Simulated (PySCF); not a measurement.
The vertical singlet excitations below were computed for one of the candidates. Method: TDDFT wB97X-D/def2-SVPD, vertical, gas phase, core orbitals frozen in the response in PySCF. Geometries: PBE0-D3(BJ)/def2-SVP, one conformer each.

```
state  ν̃ (cm⁻¹)       f     main configurations (H = HOMO, L = LUMO)
   S1      51910   0.012                      H-1→L (89%), H-4→L (8%)
   S2      55520   0.085                                    H→L (91%)
   S3      58780  0.0011    H-2→L (31%), H-1→L+4 (19%), H-1→L+1 (18%)
   S4      60260  0.0003    H-2→L (40%), H-1→L+1 (20%), H-1→L+4 (18%)
   S5      62940   0.039  H-1→L+2 (44%), H-2→L+4 (15%), H-2→L+1 (13%)
   S6      63500  0.0000                      H→L+2 (72%), H→L+5 (8%)
   S7      65360   0.019                                  H→L+1 (88%)
   S8      65750  0.0047      H-2→L+2 (35%), H-5→L (23%), H→L+2 (14%)
   S9      69770  0.0032                 H-1→L+3 (62%), H-1→L+1 (29%)
  S10      70900  0.0095                                  H→L+3 (88%)
```

Triplets computed (Tamm–Dancoff): 4.49, 5.87, 6.42, 6.76 eV.

Orbital energies (eV): HOMO-3 -12.29, HOMO-2 -11.34, HOMO-1 -10.52, HOMO -10.49, LUMO 0.94, LUMO+1 2.24, LUMO+2 2.28.

Question: Which candidate is it? All have the formula C4H3N.
A. `CC#CC#N`
B. `N#CC1C=C1`
C. `C#C[C@@H]1C=N1`

Answer: B. Its S1, at 6.44 eV, is the highest among the candidates; the nearest of the others has S1 at 5.13 eV. S1 is HOMO-1→LUMO (89%), HOMO-4→LUMO (8%). Löwdin shares by element: HOMO carbon 80% or more, hydrogen 7% or more; LUMO carbon 80% or more, hydrogen 6% or more. At the same level the other candidates give, for their lowest levels:
- `CC#CC#N`: 5.13 eV (f 0.000); 5.36 eV (f 0.001 summed over 2 states); 7.75 eV (f 0.000); 7.87 eV (f 0.014 summed over 2 states); 8.09 eV (f 0.001 summed over 2 states); T1 4.22 eV; HOMO -10.19, LUMO 0.55 eV
- `C#C[C@@H]1C=N1`: 5.01 eV (f 0.006); 6.07 eV (f 0.013); 6.33 eV (f 0.007); 6.56 eV (f 0.026); 7.01 eV (f 0.023); T1 4.40 eV; HOMO -9.26, LUMO 0.92 eV
